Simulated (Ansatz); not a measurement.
HP (charge -1): a ladder of basis sets, run with the Ansatz DFT code, driven from Python.

Script `basis_hp.py`:
```python
"""Basis-set convergence for HP(-)."""

import ansatz as az

GEOMETRY = """
P     0.00000    0.00000    0.00000
H     0.00000    0.00000    1.48500
"""


def main() -> None:
    geometry = az.Crystal.molecule()
    for line in GEOMETRY.strip().splitlines():
        symbol, *xyz = line.split()
        geometry = geometry.atom(symbol, [float(v) for v in xyz])

    setup = (
        geometry.calculation()
        .functional("HF")
        .charge(-1)
        .spin("collinear", total=1)
        .accuracy("medium")
    )

    energies = {}
    for basis in ["cc-pVDZ", "cc-pVTZ", "cc-pVQZ"]:
        report = setup.basis(gaussian=basis).run(threads=1).report
        size = report["n_frozen"] + report["n_occupied"][0] + report["n_virtual"][0]
        energies[basis] = (report["reference_energy_ev"] / 27.211386246, report["free_energy_ev"] / 27.211386246)
        print(f"{basis:14s} {size:4d} orbitals  reference {energies[basis][0]:14.6f} Ha  total {energies[basis][1]:14.6f} Ha")

    last = energies["cc-pVQZ"][1]
    for basis, (_, total) in energies.items():
        print(f"{basis:14s} lies {27.211386 * (total - last):9.4f} eV above cc-pVQZ")


if __name__ == "__main__":
    main()
```

How far does the total energy move along this ladder of basis sets?

Against cc-pVDZ: cc-pVTZ -22.8 mHa and cc-pVQZ -33.2 mHa. The last step alone is -10.42 mHa.

The run itself:

```console
$ python basis_hp.py
cc-pVDZ          23 orbitals  reference    -341.254828 Ha  total    -341.254828 Ha
cc-pVTZ          48 orbitals  reference    -341.277599 Ha  total    -341.277599 Ha
cc-pVQZ          89 orbitals  reference    -341.288015 Ha  total    -341.288015 Ha
cc-pVDZ        lies    0.9030 eV above cc-pVQZ
cc-pVTZ        lies    0.2834 eV above cc-pVQZ
cc-pVQZ        lies    0.0000 eV above cc-pVQZ
```

Notes:
- The settings weren't tested for convergence.
- The geometry is a force-field or estimated start, not a minimum of this method, and the last set is no limit. Much of the fall in a total is atomic energy, which cancels in bond and reaction energies.
- The species is open-shell (spin multiplicity 2).
- For Al to Cl the sets with a tight d function, cc-pV(X+d)Z, are usual.
- Anions want diffuse functions, which this basis lacks.
- Hardware and time: 1.4 s on 1 thread of Arm Neoverse V1, on a shared host, peak memory 0.16 GiB.
